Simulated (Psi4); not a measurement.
Reaction (SMILES): CC=C → C=C[CH2-] + H+
B3LYP-D3(BJ)/def2-TZVP geometries, fixed; electronic energies without zero-point terms.
Largest species:
```
C
C 1 1.3267
H 2 1.0824 1 121.67
H 2 1.0845 3 116.84 1 180.00
H 1 1.0871 2 118.81 3 0.00
C 1 1.4957 5 116.00 2 180.00
H 6 1.0909 1 111.47 5 -180.00
H 6 1.0939 7 108.29 1 -122.37
H 6 1.0939 7 108.29 8 -115.25
```
Charge 0, spin multiplicity 1.

Effect of the integral screening threshold at wB97X-V/aug-cc-pVTZ with Psi4, against the last row, where the deprotonation energy is 400.38 kcal/mol. The proton leaves the site shown, which need not be the most acidic.

| setting | largest shift of a total energy (mEh) | shift of the deprotonation energy (kcal/mol) |
|---|---|---|
| ints_tolerance: 1e-6 | 0.002 | -0.001 |
| ints_tolerance: 1e-8 | 0.000 | 0.000 |
| ints_tolerance: 1e-10 | 0.000 | 0.000 |
| ints_tolerance: 1e-14 | 0.000 | 0.000 |

Within 0.02 kcal/mol in the deprotonation energy: ints_tolerance: 1e-6; ints_tolerance: 1e-8; ints_tolerance: 1e-10. The largest shift is 0.002 mEh in a total energy and 0.001 kcal/mol in the difference.
